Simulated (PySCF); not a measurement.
These are PBE-D3(BJ)/def2-TZVP // B3LYP-D3(BJ)/def2-TZVP in PySCF 2.14.0 values and carry that method's errors. Isolated molecules, 0 K electronic values unless said otherwise. Delta-SCF ions had no search for a lower state. Excitations are Tamm–Dancoff values on a coarser integration grid. The basis has no diffuse functions, so Rydberg states are missing or too high.

Reference species (SMILES): `BrB(F)F` (neutral, multiplicity 1).

| Quantity | Value |
|---|---|
| vertical ionisation energy (Delta-SCF) | 11.59 eV |
| S1 excitation (TDA) | 6.28 eV |
| HOMO | -7.70 eV |
| LUMO | -1.47 eV |

Changed species: `B(F)(F)F` (0 of 3 F replaced by Br; the reference has 1 of 3 F replaced by Br).

Question: Give the shifts of the vertical ionisation energy (Delta-SCF), S1 excitation (TDA), HOMO and LUMO.

Answer: the vertical ionisation energy (Delta-SCF) rises by 2.83 eV, to 14.42 eV; the S1 excitation (TDA) increases by 3.42 eV, to 9.70 eV; the HOMO drops by 2.30 eV, to -10.00 eV; the LUMO rises by 1.08 eV, to -0.39 eV.
